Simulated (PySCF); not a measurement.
# F5OOs (OsOF5): the cost of one run

Programs: PySCF 2.14.0, with routines of our own; each step states its level. All values are computed. Atoms count from 0.

### Step 1. The system as given

7 atoms, charge 0, multiplicity 2; geometry from: GFN2-xTB.

### Step 2. Optimising the geometry at PBE0-D3(BJ)/def2-SVP

Job settings and geometry (Å):

```
{"job": {"xc": "PBE0", "basis": "def2-SVP", "d3": "d3bj", "grid": 1, "maxiter": 30, "shake": 0.01, "kind": "geom"}, "charge": 0, "multiplicity": 2}
O      0.303570    -0.462280    -1.620200
Os     0.012420    -0.031180    -0.107780
F      1.554790     0.935010     0.056590
F     -0.848840     1.524830    -0.524410
F      0.864700    -1.504580     0.588890
F     -0.273610     0.424470     1.544150
F     -1.579090    -0.915360     0.012830
```

On the command line:

```console
> OMP_NUM_THREADS=1 python heavy_run.py task.json out
```

This one command runs all jobs of the session in turn.

Q: Estimate the wall time and peak memory of this first job on 1 thread of Arm Neoverse N1, shared host.

About 5.8 min, with a peak of 0.54 GiB.
